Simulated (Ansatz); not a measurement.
**H2O2 (singlet): wave-function methods side by side, cc-pVDZ**

One table from this session's results is given with a row withheld; the runs are named, their logs left out.

The runs use Ansatz 0.2.0, Gaussian basis; cc-pVDZ, core rule «outside noble gas», up to 2 orbitals frozen.

To be run: UHF; CCSD(T) on RHF; BCCD(T) on RHF; CISD; CCSDT(Q) on RHF; CCSDTQ on RHF; CASSCF and MRCISD+Q, 14 electrons in 10 orbitals; CASSCF and MRCISD+Q(relaxed), 14 electrons in 10 orbitals; CASSCF and NEVPT2, 14 electrons in 10 orbitals.

10 further runs of the same task are left out: 1 that didn't finish, 9 set aside as unsound or not needed.

### The system

The geometry is an MP2(full)/6-31G* stationary point (not a proven minimum).

4 atoms, charge 0, spin multiplicity 1.

Atoms are counted from 1 here; the program's logs count them from 0.

Bond lengths: O1–O2 1.468 Å, O1–H3 0.976 Å, O2–H4 0.976 Å. Angles: O2–O1–H3 98.6°, O1–O2–H4 98.6°.

Geometry (Å):

```
atom    x (Å)    y (Å)    z (Å)
  O1   0.0000   0.7341  -0.0281
  O2   0.0000  -0.7341  -0.0281
  H3   0.8395   0.8808   0.4466
  H4  -0.8395  -0.8808   0.4466
```

Set-up of the first run:

Input file in.yaml:

```yaml
crystal:
  periodic: [false, false, false]
  atoms:
    - {symbol: O, position_ang: [0.000000, 0.734058, -0.028136]}
    - {symbol: O, position_ang: [0.000000, -0.734058, -0.028136]}
    - {symbol: H, position_ang: [0.839547, 0.880752, 0.446615]}
    - {symbol: H, position_ang: [-0.839547, -0.880752, 0.446615]}
basis:
  gaussian: {orbitals: cc-pVDZ}
magnetization: {spin_polarized: true, initial_magnetization: 0}
hamiltonian: {xc: hf}
output: {orbitals: {seedname: orbitals}}
```

Run with:

```console
$ ansatz run in.yaml --threads 1 --pin off --events-out ev --progress --plain --max-ram 3956MiB --backend cpu
```

Steps of the session up to this table: UHF; CCSD(T) on RHF; BCCD(T) on RHF; CISD; CCSDT(Q) on RHF; CCSDTQ on RHF; CASSCF and MRCISD+Q, 14 electrons in 10 orbitals; CASSCF and MRCISD+Q(relaxed), 14 electrons in 10 orbitals; CASSCF and NEVPT2, 14 electrons in 10 orbitals.

One table of the session follows, with a row left open; its other results are not shown here.

It belongs to the step «Misses and costs». 

```
                   method  from RCCSDTQ (meV)
                      RHF            +11261.1
                     RMP2              +683.3
                     CISD             +1155.1
                    RCCSD              +302.2
                 RCCSD(T)               +44.2
                  BCCD(T)               +45.6
                   RCCSDT               +36.6
                RCCSDT(Q)                -4.0
                  RCCSDTQ                   0
           CASSCF valence                   ?
           NEVPT2 valence             +1109.7
           MRCISD valence              +555.4
         MRCISD+Q valence               +54.5
MRCISD+Q(relaxed) valence               +12.9
```

Q: Estimate the row for CASSCF valence from the others.

As computed: from RCCSDTQ (meV): +8223.9. In the column «from RCCSDTQ (meV)» it lies between CISD (+1155.1) and RHF (+11261.1).
